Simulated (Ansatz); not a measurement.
Isolated molecules relaxed with PBE0-D4/def2-TZVP in Ansatz; ΔE leaves out vibrations. CCSD(T)/CBS adds triple-zeta CCSD(T) − MP2 to the extrapolated MP2 energy (def2 sets, frozen cores). This one scheme is used for every species. DFT in def2-TZVPP. One conformer a species, not always the lowest.

Consider the ligand exchange at the Al–Cl bond: `[SiH3][AlH][Cl]` + PH₃ → `[SiH3][AlH][PH2]` + HCl.

`[SiH3][AlH][Cl]`:

Z-matrix (Å, degrees):
```
Si
Al 1 2.446
H 1 1.490 2 110.2
H 1 1.490 2 110.2 3 118.9
H 1 1.489 2 112.2 3 -120.6
Cl 2 2.104 1 116.2 3 -59.8
H 2 1.581 1 127.5 3 120.1
```

PH₃:

Cartesian coordinates in Å:
```
P -0.024 0.182 -0.551
H 0.440 0.997 0.515
H 0.751 -0.933 -0.137
H -1.168 -0.246 0.173
```

`[SiH3][AlH][PH2]`:

```xyz
9

Si    0.813   -1.424    0.672
Al   -0.121    0.837    0.469
P    -0.519    1.750   -1.631
H     1.140   -2.021   -0.653
H    -0.169   -2.329    1.339
H     2.055   -1.440    1.497
H    -0.364    1.754    1.744
H    -1.067    0.555   -2.168
H    -1.769    2.317   -1.269
```

HCl:

```xyz
2

Cl    0.290   -0.513   -0.249
H    -0.290    0.513    0.249
```

Task: Is it downhill or uphill in electronic energy at CCSD(T)/CBS, and by how much? (An estimate is asked.)

Result: Ansatz gave: Uphill: ΔE = +117.1 kJ/mol.

Task: What do these levels give: r2SCAN0-D4, r2SCAN, HF/def2-TZVPP, CCSD(T)/def2-TZVPP, HF/CBS(def2), MP2/CBS(def2)? (Estimate.)

Result: Computed: r2SCAN0-D4 117.9, r2SCAN 117.0, HF/def2-TZVPP 138.0, CCSD(T)/def2-TZVPP 116.1, HF/CBS(def2) 138.2, MP2/CBS(def2) 120.7 kJ/mol.

Largest T1 diagnostic among the species: 0.014.

From BLYP to BHLYP (50 % exact exchange), in def2-TZVPP and without D4, ΔE moves by +8.6 kJ/mol. In def2-TZVPP, CCSD(T) changes the Hartree–Fock value by −21.9 kJ/mol (the triples alone add −3.1 kJ/mol) and MP2 by −18.4 kJ/mol.
